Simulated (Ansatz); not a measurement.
# CHFSi+ (doublet): the correlation ladder, cc-pVDZ

How much of the correlation energy of CHFSi+ (doublet) does each wave-function method recover here?

Computed with Ansatz 0.2.0, Gaussian basis. Level: cc-pVDZ, core rule «outside noble gas», up to 7 orbitals frozen.

To be run: UHF; CCSD(T) on ROHF; CCSD(T) on UHF; BCCD(T) on ROHF; CISD as a restricted active space (open shells left free, so some higher excitations enter); CCSDT(Q) on ROHF; CCSDT(Q) on UHF.

4 further runs of the same task are left out: 4 set aside as unsound or not needed. Runs told in other sessions of the task aren't counted.

### 1 The geometry

The geometry is a PBE0/def2-TZVP stationary point (not a proven minimum) of the parent state, kept for this charge and spin.

4 atoms, charge 1, spin multiplicity 2.

Atoms are counted from 1 here; the program's logs count them from 0.

Bond lengths: F1–C2 1.331 Å, C2–Si3 1.857 Å, C2–H4 1.094 Å. Angles: F1–C2–Si3 123.4°, F1–C2–H4 109.0°, Si3–C2–H4 127.6°.

Geometry (Å):

```xyz
4

F     0.0000   -0.3007    1.5334
C     0.0000    0.5190    0.4846
Si    0.0000   -0.0743   -1.2746
H     0.0000    1.5537    0.8407
```

In the tables R marks a restricted open-shell determinant and U an unrestricted one; energies count from the table's Hartree-Fock row.

### 2 UHF

The input, in.yaml:

```yaml
crystal:
  periodic: [false, false, false]
  atoms:
    - {symbol: F, position_ang: [0.000000, -0.300700, 1.533384]}
    - {symbol: C, position_ang: [0.000000, 0.518965, 0.484561]}
    - {symbol: Si, position_ang: [0.000000, -0.074287, -1.274648]}
    - {symbol: H, position_ang: [0.000000, 1.553738, 0.840684]}
basis:
  gaussian: {orbitals: cc-pVDZ}
total_charge: 1
magnetization: {spin_polarized: true, initial_magnetization: 1}
hamiltonian: {xc: hf}
output: {orbitals: {seedname: orbitals}}
```

The run is started by

```console
$ ansatz run in.yaml --threads 1 --pin off --events-out ev --progress --plain --max-ram 2560MiB --backend cpu
```

Standard output:

```text
Functional definition: HF
  name "HF"
  cite "Fock, Z. Phys. 61, 126 (1930) doi:10.1007/BF01340294"
  parent pbe
  exchange = exact_x
  correlation = 0
488 factors; integrals over basis functions are off by at most 1.3e-3 eV
mean field evaluation 1: about -11598.9291 eV, gradient 3.4e1 eV
mean field evaluation 2: about -11599.0389 eV, gradient 3.4e1 eV
mean field evaluation 4: about -11603.9657 eV, gradient 2.8e0 eV
mean field evaluation 8: about -11604.0647 eV, gradient 2.1e-1 eV
mean field evaluation 16: about -11604.0683 eV, gradient 3.3e-4 eV
mean field evaluation 32: about -11604.0550 eV, gradient 2.5e-1 eV
mean field evaluation 64: about -11604.0674 eV, gradient 3.3e-2 eV
mean field evaluation 96: about -11598.6078 eV, gradient 7.8e0 eV
mean field evaluation 128: about -11601.3808 eV, gradient 1.1e0 eV
mean field evaluation 160: about -11603.9509 eV, gradient 2.4e0 eV
mean field -11604.06832618 eV, -426.4416454672 hartree, gradient 9.5e-6 eV, S^2 0.780732; 2 other end points of the search recorded, 0 dependent functions left out
reference -11604.06832618 eV, -426.4416454672 hartree; 15, 14 occupied and 36, 37 virtual orbitals, 488 factors
Total energy: -11604.06832618 eV, -426.4416454672 hartree
```

It took 1.3 s on 1 thread of AMD EPYC 7R13, shared host.

From the report: ⟨S²⟩ of the determinant 0.781 (pure doublet: 0.75).

### 3 CCSD(T) on ROHF

Edit in.yaml of step 2 so:

```diff
@@ -10,4 +10,4 @@
 total_charge: 1
-magnetization: {spin_polarized: true, initial_magnetization: 1}
-hamiltonian: {xc: hf}
-output: {orbitals: {seedname: orbitals}}
+magnetization: {spin_polarized: false, initial_magnetization: 1}
+correlation: {method: ccsd_t, electrons: outside_noble_gas}
+output: {forces: true}
```

The command is unchanged.

Standard output, shortened:

```text
Functional definition: HF
  name "HF"
  cite "Fock, Z. Phys. 61, 126 (1930) doi:10.1007/BF01340294"
  parent pbe
[...]
488 factors; integrals over basis functions are off by at most 1.3e-3 eV
[...]
mean field -11603.99174314 eV, -426.4388310922 hartree, gradient 1.6e-6 eV, S^2 0.750000; 2 other end points of the search recorded, 0 dependent functions left out
[...]
determinant -11603.99174314 eV, -426.4388310922 hartree, with singles and doubles -11614.60270397 eV, -426.8287767104 hartree
determinant -11602.10700810 eV, -426.3695683573 hartree, with singles and doubles -11612.70421824 eV, -426.7590086466 hartree
determinant -11601.11697003 eV, -426.3331851289 hartree, with singles and doubles -11612.38777946 eV, -426.7473797360 hartree
7 core orbitals not correlated: weight in the atoms' cores, before any rotation towards them, 1.000 or more for the frozen orbitals, at most 0.000 for the correlated occupied ones
reference -11603.99174314 eV, -426.4388310922 hartree; 8, 7 occupied and 36, 37 virtual orbitals, 488 factors
second order -9.71758069 eV of doubles, -0.04414277 eV of singles
cycle   1  -10.61162973 eV  change   -6.7e-4 eV  update   2.0e-3
[...]
cycle  12  -10.61292546 eV  change    7.4e-8 eV  update   1.1e-6
perturbative correction -0.29066734 eV, -0.0106818277 hartree
[...]
Total energy: -11614.89533594 eV, -426.8395307370 hartree
Atom 0 at     0.000000    -0.300700     1.533384 Å, force     0.000000     0.230978    -0.961504 eV/Å
Atom 1 at     0.000000     0.518965     0.484561 Å, force    -0.000000    -0.629504     1.616659 eV/Å
Atom 2 at     0.000000    -0.074287    -1.274648 Å, force    -0.000000    -0.222283    -0.457123 eV/Å
Atom 3 at     0.000000     1.553738     0.840684 Å, force    -0.000000     0.620809    -0.198032 eV/Å
Dipole moment:     0.000000     0.246147    -0.687917 e Å
```

It took 12 s on 1 thread of AMD EPYC 7R13, shared host.

From the report: correlation -10.9036 eV; T1 0.024; largest double amplitude 0.09.

### 4 CCSD(T) on UHF

Edit in.yaml of step 3 so:

```diff
@@ -10,3 +10,3 @@
 total_charge: 1
-magnetization: {spin_polarized: false, initial_magnetization: 1}
+magnetization: {spin_polarized: true, initial_magnetization: 1}
 correlation: {method: ccsd_t, electrons: outside_noble_gas}
```

Same command.

Standard output, shortened:

```text
Functional definition: HF
  name "HF"
  cite "Fock, Z. Phys. 61, 126 (1930) doi:10.1007/BF01340294"
  parent pbe
[...]
488 factors; integrals over basis functions are off by at most 1.3e-3 eV
[...]
mean field -11604.06832618 eV, -426.4416454672 hartree, gradient 3.2e-6 eV, S^2 0.780726; 11 other end points of the search recorded, 0 dependent functions left out
determinant -11604.06832618 eV, -426.4416454672 hartree, with singles and doubles -11614.59958734 eV, -426.8286621765 hartree
determinant -11602.23538186 eV, -426.3742860058 hartree, with singles and doubles -11612.70748245 eV, -426.7591286041 hartree
determinant -11601.94619361 eV, -426.3636585336 hartree, with singles and doubles -11611.90370736 eV, -426.7295904145 hartree
determinant -11601.94591970 eV, -426.3636484677 hartree, with singles and doubles -11612.27774616 eV, -426.7433360867 hartree
[...]
7 core orbitals not correlated: weight in the atoms' cores, before any rotation towards them, 1.000 or more for the frozen orbitals, at most 0.000 for the correlated occupied ones
reference -11604.06832618 eV, -426.4416454672 hartree; 8, 7 occupied and 36, 37 virtual orbitals, 488 factors
second order -9.65661106 eV of doubles, -0.00000000 eV of singles
cycle   1  -10.53447943 eV  change   -3.2e-3 eV  update   3.9e-3
[...]
cycle  17  -10.53789989 eV  change   -1.9e-7 eV  update   9.2e-8
perturbative correction -0.28822347 eV, -0.0105920171 hartree
[...]
Total energy: -11614.89444954 eV, -426.8394981623 hartree
Atom 0 at     0.000000    -0.300700     1.533384 Å, force     0.000000     0.233306    -0.963879 eV/Å
Atom 1 at     0.000000     0.518965     0.484561 Å, force    -0.000000    -0.629789     1.620682 eV/Å
Atom 2 at     0.000000    -0.074287    -1.274648 Å, force    -0.000000    -0.223314    -0.459368 eV/Å
Atom 3 at     0.000000     1.553738     0.840684 Å, force    -0.000000     0.619797    -0.197436 eV/Å
Dipole moment:     0.000000     0.246496    -0.686914 e Å
```

Run time: 13 s. Hardware: 1 thread of AMD EPYC 7R13, shared host.

From the report: ⟨S²⟩ of the determinant 0.781 (pure doublet: 0.75); correlation -10.8261 eV; T1 0.028; largest double amplitude 0.08.

### 5 BCCD(T) on ROHF

Edit in.yaml of step 4 so:

```diff
@@ -10,4 +10,3 @@
 total_charge: 1
-magnetization: {spin_polarized: true, initial_magnetization: 1}
-correlation: {method: ccsd_t, electrons: outside_noble_gas}
-output: {forces: true}
+magnetization: {spin_polarized: false, initial_magnetization: 1}
+correlation: {method: bccd_t, electrons: outside_noble_gas}
```

The command is unchanged.

Standard output, shortened:

```text
Functional definition: HF
  name "HF"
  cite "Fock, Z. Phys. 61, 126 (1930) doi:10.1007/BF01340294"
  parent pbe
[...]
488 factors; integrals over basis functions are off by at most 1.3e-3 eV
[...]
mean field -11603.99174314 eV, -426.4388310922 hartree, gradient 1.6e-6 eV, S^2 0.750000; 2 other end points of the search recorded, 0 dependent functions left out
[...]
determinant -11603.99174314 eV, -426.4388310922 hartree, with singles and doubles -11614.60270397 eV, -426.8287767104 hartree
determinant -11602.10700810 eV, -426.3695683573 hartree, with singles and doubles -11612.70421824 eV, -426.7590086466 hartree
determinant -11601.11697003 eV, -426.3331851289 hartree, with singles and doubles -11612.38777946 eV, -426.7473797360 hartree
7 core orbitals not correlated: weight in the atoms' cores, before any rotation towards them, 1.000 or more for the frozen orbitals, at most 0.000 for the correlated occupied ones
reference -11603.99174314 eV, -426.4388310922 hartree; 8, 7 occupied and 36, 37 virtual orbitals, 488 factors
second order -9.71758069 eV of doubles, -0.04414277 eV of singles
cycle   1  -10.57707972 eV  change    3.4e-2 eV  update   1.5e-2
[...]
cycle  11  -10.57585675 eV  change    3.1e-6 eV  update   1.2e-5
perturbative correction -0.33316350 eV, -0.0122435330 hartree
Total energy: -11614.90076339 eV, -426.8397301921 hartree
```

Run time: 4.1 s. Hardware: 1 thread of AMD EPYC 7R13, shared host.

From the report: correlation -10.9090 eV; largest double amplitude 0.09.

### 6 CISD as a restricted active space (open shells left free, so some higher excitations enter)

Edit in.yaml of step 5 so:

```diff
@@ -11,2 +11,2 @@
 magnetization: {spin_polarized: false, initial_magnetization: 1}
-correlation: {method: bccd_t, electrons: outside_noble_gas}
+correlation: {active_space: {ras: {orbitals: [7, 1, 36], electrons: 15, max_holes: 2, max_particles: 2}, fixed_orbitals: true}}
```

The command is unchanged.

Standard output:

```text
Functional definition: HF
  name "HF"
  cite "Fock, Z. Phys. 61, 126 (1930) doi:10.1007/BF01340294"
  parent pbe
  exchange = exact_x
  correlation = 0
488 factors; integrals over basis functions are off by at most 1.3e-3 eV
mean field evaluation 1: about -11598.9060 eV, gradient 4.8e1 eV
mean field evaluation 2: about -11599.0143 eV, gradient 4.7e1 eV
mean field evaluation 4: about -11603.8851 eV, gradient 3.8e0 eV
mean field evaluation 8: about -11603.9870 eV, gradient 6.4e-1 eV
mean field evaluation 16: about -11603.9917 eV, gradient 1.6e-6 eV
mean field -11603.99174314 eV, -426.4388310922 hartree, gradient 1.6e-6 eV, S^2 0.750000; 0 other end points of the search recorded, 0 dependent functions left out
reference -11603.99174314 eV, -426.4388310922 hartree; 15, 14 occupied and 36, 37 virtual orbitals, 488 factors
state -11613.54503973 eV, -426.7899082665 hartree
Total energy: -11613.54503973 eV, -426.7899082665 hartree
```

Run time: 11 s. Hardware: 1 thread of AMD EPYC 7R13, shared host.

From the report: 86,646 determinants.

### 7 CCSDT(Q) on ROHF

Edit in.yaml of step 6 so:

```diff
@@ -11,2 +11,2 @@
 magnetization: {spin_polarized: false, initial_magnetization: 1}
-correlation: {active_space: {ras: {orbitals: [7, 1, 36], electrons: 15, max_holes: 2, max_particles: 2}, fixed_orbitals: true}}
+correlation: {method: ccsdt_q, electrons: outside_noble_gas}
```

The run is started by

```console
$ ansatz run in.yaml --threads 2 --pin off --events-out ev --progress --plain --max-ram 15360MiB --backend cuda --devices 0, --max-vram 18GiB
```

Standard output, shortened:

```text
Functional definition: HF
  name "HF"
  cite "Fock, Z. Phys. 61, 126 (1930) doi:10.1007/BF01340294"
  parent pbe
[...]
941 factors; integrals over basis functions are off by at most 1.8e-7 eV
[...]
mean field -11603.99183637 eV, -426.4388345185 hartree, gradient 1.6e-6 eV, S^2 0.750000; 2 other end points of the search recorded, 0 dependent functions left out
[...]
determinant -11603.99183637 eV, -426.4388345185 hartree, with singles and doubles -11614.60280611 eV, -426.8287804641 hartree
determinant -11602.10709866 eV, -426.3695716852 hartree, with singles and doubles -11612.70432233 eV, -426.7590124721 hartree
determinant -11601.11707369 eV, -426.3331889386 hartree, with singles and doubles -11612.38788451 eV, -426.7473835966 hartree
7 core orbitals not correlated: weight in the atoms' cores, before any rotation towards them, 1.000 or more for the frozen orbitals, at most 0.000 for the correlated occupied ones
reference -11603.99183637 eV, -426.4388345185 hartree; 8, 7 occupied and 36, 37 virtual orbitals, 941 factors
second order -9.71761882 eV of doubles, -0.04414258 eV of singles
cycle   1  -10.14352571 eV  change   -3.8e-1 eV  update   1.1e-1
[...]
cycle  23  -10.93771547 eV  change   -1.9e-7 eV  update   1.1e-6
perturbative correction -0.02005837 eV, -0.0007371314 hartree
Total energy: -11614.94961021 eV, -426.8415252796 hartree
```

Run time: 7 s. Hardware: 1 × H100 (card shared with other runs) with 2 threads of AMD EPYC 7R13, shared host; peak host memory 0.9 GiB.

From the report: correlation -10.9578 eV; T1 0.024; largest double amplitude 0.09.

### 8 CCSDT(Q) on UHF

Edit in.yaml of step 7 so:

```diff
@@ -10,3 +10,3 @@
 total_charge: 1
-magnetization: {spin_polarized: false, initial_magnetization: 1}
+magnetization: {spin_polarized: true, initial_magnetization: 1}
 correlation: {method: ccsdt_q, electrons: outside_noble_gas}
```

The command is unchanged.

Standard output, shortened:

```text
Functional definition: HF
  name "HF"
  cite "Fock, Z. Phys. 61, 126 (1930) doi:10.1007/BF01340294"
  parent pbe
[...]
941 factors; integrals over basis functions are off by at most 1.8e-7 eV
[...]
mean field -11604.06841966 eV, -426.4416489023 hartree, gradient 3.3e-6 eV, S^2 0.780732; 11 other end points of the search recorded, 0 dependent functions left out
determinant -11604.06841966 eV, -426.4416489023 hartree, with singles and doubles -11614.59968851 eV, -426.8286658942 hartree
determinant -11602.23547331 eV, -426.3742893664 hartree, with singles and doubles -11612.70758657 eV, -426.7591324304 hartree
determinant -11601.94630848 eV, -426.3636627551 hartree, with singles and doubles -11611.90381582 eV, -426.7295944004 hartree
determinant -11601.94602700 eV, -426.3636524108 hartree, with singles and doubles -11612.27784941 eV, -426.7433398813 hartree
determinant -11601.69282759 eV, -426.3543475042 hartree, with singles and doubles -11612.24542191 eV, -426.7421481926 hartree
determinant -11601.42012943 eV, -426.3443260314 hartree, with singles and doubles -11611.64907115 eV, -426.7202327064 hartree
determinant -11601.09243369 eV, -426.3322834352 hartree, with singles and doubles -11611.47920209 eV, -426.7139901336 hartree
7 core orbitals not correlated: weight in the atoms' cores, before any rotation towards them, 1.000 or more for the frozen orbitals, at most 0.000 for the correlated occupied ones
reference -11604.06841966 eV, -426.4416489023 hartree; 8, 7 occupied and 36, 37 virtual orbitals, 941 factors
second order -9.65664375 eV of doubles, -0.00000000 eV of singles
cycle   1  -10.04325444 eV  change   -3.9e-1 eV  update   1.1e-1
[...]
cycle  27  -10.86127374 eV  change   -1.6e-7 eV  update   1.5e-6
perturbative correction -0.02483988 eV, -0.0009128488 hartree
Total energy: -11614.95453328 eV, -426.8417061991 hartree
```

It took 6.5 s on 1 × H100 (card shared with other runs) with 2 threads of AMD EPYC 7R13, shared host; peak host memory 0.86 GiB.

From the report: ⟨S²⟩ of the determinant 0.781 (pure doublet: 0.75); correlation -10.8861 eV; T1 0.029; largest double amplitude 0.09.

### 9 The ladder

The yardstick is UCCSDT(Q), where the cluster series has nearly closed. Rows without a time are mean-field rows or come out of runs for another level: lower rungs of the coupled-cluster runs, or the Hartree-Fock search. The times of RCCSD(T), UCCSD(T) include forces.

| method | energy from the lowest ROHF (meV) | from UCCSDT(Q) (meV) | time |
| --- | --- | --- | --- |
| ROHF | 0.0 | +10962.8 |  |
| UHF | -76.6 | +10886.2 |  |
| RMP2 | -9761.7 | +1201.1 |  |
| UMP2 | -9733.2 | +1229.6 |  |
| CISD | -9553.3 | +1409.5 | 11 s |
| RCCSD | -10612.9 | +349.9 |  |
| UCCSD | -10614.5 | +348.3 |  |
| RCCSD(T) | -10903.6 | +59.2 | 12 s |
| UCCSD(T) | -10902.7 | +60.1 | 13 s |
| BCCD(T) | -10909.0 | +53.8 | 4.1 s |
| RCCSDT | -10937.8 | +25.0 |  |
| UCCSDT | -10938.0 | +24.8 |  |
| RCCSDT(Q) | -10957.9 | +4.9 | 7 s (GPU) |
| UCCSDT(Q) | -10962.8 | 0 | 6.5 s (GPU) |

Some runs used a GPU and others CPU threads alone; cost is compared among the CPU runs only.

Among the levels timed on like hardware, those that no quicker one beats, quickest first: BCCD(T) (4.1 s, +53.8 meV).

### 10 Results

| quantity | value |
| --- | --- |
| UCCSDT(Q) from the ROHF energy | -10.9628 eV |
| RMP2 from UCCSDT(Q) | +1201.1 meV |
| UMP2 from UCCSDT(Q) | +1229.6 meV |
| RCCSD from UCCSDT(Q) | +349.9 meV |
| RCCSD(T) from UCCSDT(Q) | +59.2 meV |
| UCCSD(T) from UCCSDT(Q) | +60.1 meV |
| RCCSDT(Q) from UCCSDT(Q) | +4.9 meV |
| levels within 1 kcal/mol (43 meV) | RCCSDT, UCCSDT, RCCSDT(Q) |
| T1 diagnostic | 0.024 |

RCCSD(T) lands +59.2 meV from the yardstick (0.5 % of the correlation energy). These misses are within one basis, not against nature; the frozen cores of restricted and unrestricted runs differ, which can shift their rows.

With open shells the CI space here admits some higher excitations, so it is larger than plain CISD.

For cost: BCCD(T) gets within 53.8 meV in 4.1 s.
